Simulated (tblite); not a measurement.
Problem. What does the GFN2-xTB structure of InChI=1S/C5H4S/c6-5-3-1-2-4-5/h1-4H/q-1 look like in three dimensions? (Charge -1 and doublet state.)

Solution. 
```
atom  x, y, z in Å
S1    -2.6873   -0.7802    0.4034
C2    -1.0746   -0.3119    0.1590
C3     0.0492   -1.1793    0.0622
C4     1.1622   -0.4044   -0.1321
C5     0.7608    0.9630   -0.1617
C6    -0.5967    1.0207    0.0149
H7     0.0037   -2.2540    0.1332
H8     2.1793   -0.7546   -0.2442
H9     1.4282    1.8025   -0.3010
H10   -1.2160    1.9027    0.0437
```

Orientation and origin are arbitrary. Atoms count from 1 in this order. C4 (carbon bonded to 2 C and H) is planar (angles 126.6°, 125.0° and 108.5°, sum 360.0°, 0.00 Å off the plane of its three neighbours). C3 (carbon bonded to 2 C and H) is planar (angles 127.4°, 124.7° and 107.8°, sum 360.0°, 0.00 Å off the plane of its three neighbours). The 6 heavy atoms lie in one plane (0.000 Å rms). C2 (carbon bonded to 2 C and S) is planar (angles 126.3°, 126.3° and 107.4°, sum 360.0°, 0.00 Å off the plane of its three neighbours).

Bonds between heavy atoms (Å): S1–C2 1.697, C2–C3 1.423, C3=C4 1.370, C4–C5 1.425, C5=C6 1.370, C2–C6 1.423.

Structure optimised with GFN2-xTB, isolated species. This method treats the open shell by occupation alone, without spin polarisation.

Point group: C2v (every atom within 0.08 Å of its image). Its GFN2-xTB frequencies are all real (lowest 196 cm⁻¹). Whether the extra electron is bound in the gas phase wasn't checked; a finite basis holds it in any case.

All values are computed, not measured.
